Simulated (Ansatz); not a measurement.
**Two structures, one formula**

Two relaxed structures of CH3BO, singlet (PBE0-D4/def2-TZVP; forces vanish, vibrations not checked).

A:

B1  (0.361, -0.340, 0.739)
C2  (-0.313, 0.159, -0.517)
O3  (0.810, 0.804, 0.239)
H4  (-0.014, -0.172, -1.507)
H5  (-1.225, 0.748, -0.492)
H6  (0.604, -1.039, 1.662)
(Å)

B:

B1  (-0.447, 0.431, -0.679)
C2  (0.491, 0.165, 0.477)
O3  (1.190, -0.033, 1.338)
H4  (-0.127, -0.376, -1.520)
H5  (-1.551, 0.251, -0.221)
H6  (-0.226, 1.578, -0.991)
(Å)

Computed with Ansatz 0.2.0 (basis: def2-TZVPP); correlated methods freeze the cores. B3LYP uses VWN-RPA correlation.

Question: Which structure is lower at CCSD(T), and by how much? (Judge from chemistry; the value comes from the calculation.)

Answer: The calculation gives: B, by 0.091 eV (electronic energy, against the other). By their contacts, A is CH₃BO ([BH]1[CH2][O]1) and B is CH₃BO ([BH3][C][O]).

All methods give the same order:

```csv
method,E(B) − E(A) (eV)
PBE-D4,-0.212
r2SCAN-D4,-0.185
PBE0-D4,-0.069
B3LYP-D4,-0.165
wB97M-V,-0.074
HF,-0.086
MP2,-0.051
CCSD,-0.044
CCSD(T),-0.091
```

No T1 diagnostic of these runs exceeds 0.018.

Labels in which every atom is bracketed show which atoms are joined, not bond orders.

For scale, one of the runs: CCSD(T)/def2-TZVPP, 135 basis functions, launched by `ansatz run in.yaml --threads 2 --pin off --events-out ev --progress --plain --max-ram 4352MiB`. Time: 6.5 s of wall clock on 2 CPU threads of an Arm Neoverse V2; the host was shared. Peak host memory: 0.73 GiB.
